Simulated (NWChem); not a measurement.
Species: formaldehyde (CH2O); SMILES C=O

All runs: NWChem. Medium grid unless said otherwise, to which SCAN and Minnesota functionals are sensitive. The geometry was optimised at PBE-D3(BJ)/def2-SVP. Total energies of different functionals are on different scales.

```csv
level,energy (Ha),highest occupied level (eV),orbital gap (eV),dipole (D),relative time
B3LYP/def2-TZVP,-114.5534,-7.64,5.97,2.34,2
PBE/def2-TZVP,-114.4192,-6.23,3.62,2.15,2
PW91/def2-TZVP,-114.5103,-6.30,3.63,2.16,2
LRC-wPBEh/def2-TZVP,-114.4331,-9.72,10.19,2.35,6
B3PW91/def2-TZVP,-114.5043,-7.60,5.97,2.33,1
MN15-L/def2-TZVP,-114.4400,-6.79,4.87,2.18,1
MN15/def2-TZVP,-114.4218,-8.75,8.19,2.39,2
TPSSh/def2-TZVP,-114.5520,-7.00,5.11,2.28,1
r2SCAN/def2-TZVP,-114.4848,-6.55,4.21,2.26,2
revPBE/def2-TZVP,-114.5196,-6.19,3.68,2.12,1
```

The last column is a rough cost ratio, cheapest run = 1.
